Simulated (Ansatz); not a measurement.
Ansatz (an electronic-structure program) input (PBE/def2-SVPD):

Ansatz 0.2 input:
```yaml
crystal:
  periodic: [false, false, false]
  atoms:
    - {symbol: F, position_ang: [0.00000000, 0.00000000, 0.00000000]}
basis:
  gaussian:
    orbitals: def2-SVPD
hamiltonian:
  xc: {name: PBE}
total_charge: -1
scf: {lower_state_search: full}
magnetization: {spin_polarized: false}
```

Output:

```
Functional definition: PBE
integrals: 0.00 GiB planned
155 factors; their error is unknown
mean field: 0.05 GiB planned
mean field evaluation 1: about -2638.4886 eV, gradient 1.9e2 eV
mean field evaluation 2: about -2636.1246 eV, gradient 1.9e2 eV
mean field evaluation 4: about -2712.7494 eV, gradient 1.2e0 eV
mean field evaluation 8: about -2712.7472 eV, gradient 7.0e-3 eV
mean field evaluation 16: about -2634.5715 eV, gradient 1.5e2 eV
mean field evaluation 32: about -2696.7297 eV, gradient 5.1e1 eV
mean field -2712.74721375 eV, -99.6916213391 hartree, gradient 3.3e-5 eV, S^2 0.000000; 2 other end points of the search recorded, 0 dependent functions left out
reference -2712.74723688 eV, -99.6916221894 hartree; 5, 5 occupied and 18, 18 virtual orbitals, 155 factors
Total energy: -2712.74723688 eV, -99.6916221894 hartree
```
